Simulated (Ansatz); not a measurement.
Process, species as SMILES: [OH] (OH) → [OH-] (an electron is taken up)
B3LYP-D3(BJ)/def2-TZVP geometries, fixed; electronic energies without zero-point terms; positive where energy is released.
Largest species:
```xyz
2

O      0.0000     0.0000    -0.1085
H      0.0000     0.0000     0.8682
```
Charge 0, spin multiplicity 2.

Energies in hartree at wB97M-V with Ansatz (a quantum-chemistry and plane-wave program); the adiabatic electron affinity is their sum with the coefficients shown, times 27.2114 eV a hartree. All functions are spherical. Open shells are unrestricted. The functional holds VV10 correlation; no added dispersion term, no relativity.

| species | coefficient | part | aug-cc-pVDZ | aug-cc-pVTZ | aug-cc-pVQZ |
|---|---|---|---|---|---|
| [OH] (OH) | +1 | wB97M-V | -75.72202 | -75.74035 | -75.74592 |
| [OH-] | -1 | wB97M-V | -75.78663 | -75.80395 | -75.80940 |

### Question
Predict the adiabatic electron affinity in aug-cc-pV5Z (X = 5): let each wB97M-V step shrink by the ratio of the last two. Compare with the run.

### Answer

- [OH] (OH): steps -0.01833 and -0.00557, ratio 0.304, so wB97M-V -75.74761 (run: -75.74720).
- [OH-]: steps -0.01732 and -0.00545, ratio 0.315, so wB97M-V -75.81112 (run: -75.81087).
Predicted 1.728 eV; the run in aug-cc-pV5Z gives 1.733, a miss of -0.004. Keeping the value in aug-cc-pVQZ, 1.727, would miss by -0.005. All sums are of the energies as printed.
